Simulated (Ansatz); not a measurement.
A displaced shape of singlet CH2:

```yaml
atoms:
  - { symbol: C, position_ang: [0.0429, 0.0231, -0.1909] }
  - { symbol: H, position_ang: [-0.0360, 0.8966, 0.5370] }
  - { symbol: H, position_ang: [0.0445, -0.8464, 0.5223] }
```

It was optimised with PBE0/def2-SVP in Ansatz (development build ahead of 0.2.0) to forces under 0.001 eV/Å, with restricted orbitals. Each step stands on the lowest determinant of that kind that the program's search found.

Task: What shape does it relax to, and how does the optimisation go?

Result:

```yaml
atoms:
  - { symbol: C, position_ang: [0.0426, 0.0284, -0.1888] }
  - { symbol: H, position_ang: [-0.0352, 0.8834, 0.5336] }
  - { symbol: H, position_ang: [0.0441, -0.8385, 0.5236] }
```

Bond lengths: C1–H2 1.122 Å, C1–H3 1.122 Å. Angles: H2–C1–H3 100.4°.

```
step  E − E(start) (eV)  largest force (eV/Å)
   1             0.0000                0.4299
   2            -0.0046                0.1241
   3            -0.0050                0.0133
   4            -0.0050                0.0011
   5            -0.0050                0.0000
```

The optimisation ended after 5 steps with its threshold met. Caution: near this shape an unrestricted determinant lies lower.
